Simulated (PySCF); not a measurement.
Gas-phase reaction: trisilylamine + NH3 = N2 + 3 SiH4

Method: PySCF energies plus ideal-gas RRHO corrections (1 bar). † marks an energy on the PBE0/def2-TZVP geometry and frequencies; other levels use their own. MP2 and CCSD(T) freeze the core. 6-31G* has spherical d functions here. All species are closed-shell singlets. B3LYP is the form with VWN-RPA correlation. MP2 isn't extrapolated to the basis-set limit; its ΔH°(298 K) is 146.9 kJ in def2-SVP and 219.8 kJ in def2-TZVPP. CCSD(T) isn't extrapolated to the basis-set limit. The harmonic model lacks anharmonicity and excited electronic states, which grow with temperature; levels with a mode under 35 cm⁻¹ are left out. Internal rotation in trisilylamine is treated as a harmonic vibration of one conformer, which makes the entropy rough.

```
level              ΔE electronic, kJ  ΔH°(298 K), kJ  ΔS°(298 K), J/K  ΔG°(600 K), kJ
-----------------  -----------------  --------------  ---------------  --------------
B3LYP/def2-TZVP†                 214             174              247              27
CCSD(T)/def2-SVP†                167             126              247             -21
HF/6-31G*                        144             100              255             -52
M06-2X/def2-TZVP†                276             235              247              88
MP2/def2-TZVPP†                  260             220              247              73
PBE/def2-SVP                     208             169              237              28
PBE/def2-TZVP†                   238             197              247              51
PBE0/def2-SVP†                   236             196              247              49
PBE0/def2-TZVP                   262             222              247              75
```
ΔH° is lowest at HF/6-31G* and highest at M06-2X/def2-TZVP†. No reference value is set beside these.
